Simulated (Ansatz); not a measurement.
Ideal-gas functions of `C#CC#C` at 800 K and 1 bar, from an Ansatz frequency run at PBE0-D4/def2-TZVP.

Molar mass 50.06 g/mol, point group D∞h (symmetry number 2), electronic degeneracy 1, moments of inertia 114.224 u Å². Harmonic wavenumbers (cm⁻¹, unscaled): 239, 239, 535, 535, 673, 673, 678, 678, 925, 2128, 2306, 3481, 3483.

Use S(trans) = R[1.5 ln M + 2.5 ln T − 1.1517]; rotational temperatures θ = 24.2544 K / I; S(rot) = R[ln(T/σθ) + 1]; for each mode x = 1.438777 ν̃/T, S = R[x/(eˣ − 1) − ln(1 − e⁻ˣ)] and H = RT x/(eˣ − 1); 1 cm⁻¹ = 0.0119627 kJ/mol; R = 8.31446 J/(mol·K).

Task: By hand: the entropy, in J/(mol·K).

Result: Translation 178.2. Rotation: θ = 0.2123 K, giving 71.0. Vibration, mode by mode: 15.40, 15.40, 8.95, 8.95, 7.22, 7.22, 7.16, 7.16, 4.98, 0.89, 0.69, 0.12, 0.12, in all 84.2. Electronic 0.0. Sum 333.4 J/(mol·K).

Task: By hand: H − E and G − E in kJ/mol, counted from the electronic energy.

Result: Zero-point energy ½ × 16573 × 0.0119627 = 99.1; thermal vibration 36.0; translation, rotation and pV give 3.5 RT = 23.3. H − E = 158.4 kJ/mol, and G − E = 158.4 − 800 × 333.4/1000 = -108.3 kJ/mol.

Vibration gives 25 % of the entropy.
